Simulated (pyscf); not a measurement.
PySCF, gas phase, ωB97X-D3(BJ)/def2-SVP geometries.

Question: For the elementary gas-phase step H₃C–Au (SMILES [CH3][Au]) + HF (SMILES F) -> CH₄ (SMILES C) + F–Au (SMILES [F][Au]) (singlet surface; Au–C, F–H broken, C–H, Au–F formed), what barrier and reaction energy does HF/def2-TZVP give, measured from the separated reactants?

Answer: ΔE‡ = 47.9 kcal/mol, ΔE = +6.2 kcal/mol. CCSD(T)/def2-TZVPP + ΔMP2(QZVPP) gives 53.1 kcal/mol and +25.1 kcal/mol. Zero-point energy shifts the barrier by -1.7 kcal/mol. It is a four-centre exchange, with an imaginary mode of 1473i cm⁻¹. On the reactant side the descent ends in a bound adduct, 8.8 kcal/mol under the separated species and 51.2 kcal/mol under the saddle at ωB97X-D3(BJ)/def2-TZVP. The products may also form a dative adduct at F–Au; it and routes through it were not searched. At ωB97X-D3(BJ) the barrier from the zero used here is 42.4 kcal/mol. One saddle was located; it need not be the lowest between these sides. The CCSD(T) − MP2 part came from Ansatz, without density fitting, on the same reference. The frozen core leaves the outer d or s,p core shells of the metals and heavy elements correlated in the MP2 and CC values, and def2-TZVPP describes them poorly, which can shift differences by a few kcal/mol. Elements past Kr carry the def2 core potentials, without spin-orbit coupling.
